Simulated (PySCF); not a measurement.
Gas-phase reaction: 2 AlClF + 3 H₂ ⇌ Al₂H₆ + 2 F + Cl₂, at 1400 K and a standard pressure of 1 bar. Level: PBE/def2-SVP.

Method: PySCF energies plus ideal-gas RRHO corrections (1 bar). Open shells (unrestricted): AlClF (multiplicity 2), F (multiplicity 2, electronic degeneracy 6); the rest are closed-shell singlets. Spin-orbit splitting is ignored; it lowers the true energy and changes the entropy of F. Al₂H₆: computed as isolated molecules; such fragments, hydroxides, amides, oligomers or adducts are transient or little studied in the gas. The harmonic model lacks anharmonicity and excited electronic states, which grow with temperature; levels with a mode under 35 cm⁻¹ are left out.

```tsv
species	E (Ha)	H(1400 K) − E (kJ/mol)	S°(1400 K) (J/mol/K)
AlClF	-801.84903	82.5	368.7
H₂	-1.16069	67.0	176.5
Al₂H₆	-487.98618	281.1	476.6
F	-99.53981	29.1	192.6
Cl₂	-919.69088	52.6	280.4
```
E: electronic energy; H − E holds the zero-point and thermal terms. 1 Ha = 2625.5 kJ/mol.

Work out ΔH°, ΔS°, ΔG° and log10 K from these numbers.

1. ΔE = 1×(-487.98618) + 2×(-99.53981) + 1×(-919.69088) − 2×(-801.84903) − 3×(-1.16069) = 0.42345 Ha = 1111.8 kJ.
2. Δ(H − E) = 1×(281.1) + 2×(29.1) + 1×(52.6) − 2×(82.5) − 3×(67.0) = 25.9 kJ, so ΔH° = 1137.7 kJ.
3. ΔS° = 1×(476.6) + 2×(192.6) + 1×(280.4) − 2×(368.7) − 3×(176.5) = -124.7 J/K; the number of gas molecules changes by -1.
4. ΔG° = ΔH° − TΔS° = 1137.7 − 1400×(-124.7)/1000 = 1312.3 kJ.
5. log10 K = −ΔG°/(RT ln 10) = -48.97, with RT ln 10 = 26.80 kJ/mol; at standard pressures the reactants are favoured.
6. A shift of 10 kJ in ΔE would move log10 K by 0.37 here.
For scale, ΔH°(298 K) is 1118 kJ at this level, 1092 kJ at ωB97M-V/def2-TZVP†, and runs from 939 to 1205 kJ over the 19 levels computed († marks an energy on the PBE0/def2-TZVP geometry).
